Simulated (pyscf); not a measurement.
This saddle point was located with ωB97X-D3(BJ)/def2-SVP in PySCF.

```
N
C 1 1.4571
H 2 1.1011 1 109.45
H 2 1.1057 3 108.28 1 121.93
H 2 1.1083 3 108.61 4 116.37
C 1 1.4592 2 111.89 3 175.64
H 6 1.1011 1 109.78 2 178.88
H 6 1.1052 7 107.48 1 -120.72
H 6 1.1081 7 108.56 8 -117.12
H 1 1.3159 2 105.87 3 -65.76
N 10 1.2680 1 168.58 2 124.67
H 11 1.0188 10 116.97 1 126.20
H 11 1.0191 12 108.74 10 -131.35
H 11 1.2208 12 115.19 13 -129.17
N 14 1.3825 11 161.99 12 -116.76
H 15 1.0211 14 111.23 11 -140.71
H 15 1.0213 16 105.59 14 116.87
Ti 1 2.0643 10 104.41 11 3.81
N 18 1.9065 1 109.61 10 68.00
H 19 1.0160 18 126.47 1 -95.81
H 19 1.0161 20 109.94 16 160.23
N 18 1.9144 19 130.76 20 70.67
H 22 1.0160 18 125.29 19 -48.19
H 22 1.0174 23 109.69 17 158.60
N 18 1.9166 19 96.82 20 168.01
H 25 1.0170 18 125.65 19 -106.81
H 25 1.0185 26 108.66 24 161.37
```
Charge 0, spin multiplicity 1.

Surface: singlet, charge 0. Lowest wavenumbers (cm⁻¹): 1446i, 17, 55, 93, 115.

**Question.** Name the species on either side of this saddle.

**Answer.** H₃C–N(CH₃)–Ti(NH₂)(NH₂)–NH₂ + NH₃ + NH₃ <-> H₂N–Ti(NH₂)(NH₂)–NH₂ + H₃C–NH–CH₃ + NH₃, a multi-bond step read from left to right: N–Ti, H–N, H–N broken and N–Ti, H–N, H–N formed. At ωB97M-D3(BJ)/def2-TZVP it lies +30.5 kJ/mol from the left side and +21.8 kJ/mol from the right (each side as separated species at their lowest minima found). On the reactant side the descent ends in an adduct with a N–Ti contact, 88.6 kJ/mol under the separated species and 112.6 kJ/mol under the saddle at ωB97X-D3(BJ)/def2-TZVP. On the product side the descent ends in an adduct with a N–Ti contact (not fully relaxed), 97.6 kJ/mol under the separated species and 106.4 kJ/mol under the saddle at ωB97X-D3(BJ)/def2-TZVP. What is counted as formed (N–Ti) is already present as a longer contact in the reactant adduct; forming that adduct is a step of its own. What is counted as broken (N–Ti) persists as a longer contact in the product adduct; parting that adduct is a step of its own. H₃C–NH–CH₃ lies 32.8 kJ/mol over its isomer H₃C–CH₂–NH₂ (electronic energy, ωB97M-D3(BJ)/def2-TZVP). One saddle was located; it need not be the lowest between these sides.
